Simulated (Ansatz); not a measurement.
Relaxation of BFH$_{2}$O (5 atoms, charge 0, multiplicity 1), to a largest force component of 0.03 eV/Å in at most 50 steps.

All numbers below come from Ansatz, RHF/def2-SVP.

```xyz
5
Properties=species:S:1:pos:R:3
B 0.231 -0.082 0.187
H 0.187 -0.064 1.374
O 1.379 -0.408 -0.470
H 2.106 -0.610 0.096
F -0.829 0.212 -0.525
```

Problem. Where does it end, and by what steps?

Solution. The forces met the threshold. After 4 steps the energy has fallen by 0.021 eV; H2 moved furthest, 0.02 Å.

| step | energy less start (eV) | largest force component (eV/Å) | accepted |
| --- | --- | --- | --- |
| 0 | 0.0000 | 1.243 | yes |
| 1 | -0.0176 | 0.575 | yes |
| 2 | -0.0212 | 0.053 | yes |
| 3 | -0.0213 | 0.038 | yes |
| 4 | -0.0214 | 0.020 | yes |

```xyz
5
Properties=species:S:1:pos:R:3
B 0.248 -0.088 0.187
H 0.170 -0.059 1.383
O 1.367 -0.404 -0.467
H 2.106 -0.610 0.083
F -0.817 0.209 -0.524
```

Whether the end is a true minimum wasn't checked by a vibrational analysis.

Run time: 3.1 s on 1 thread of Arm Neoverse V1 (shared host), peak memory 0.11 GiB.
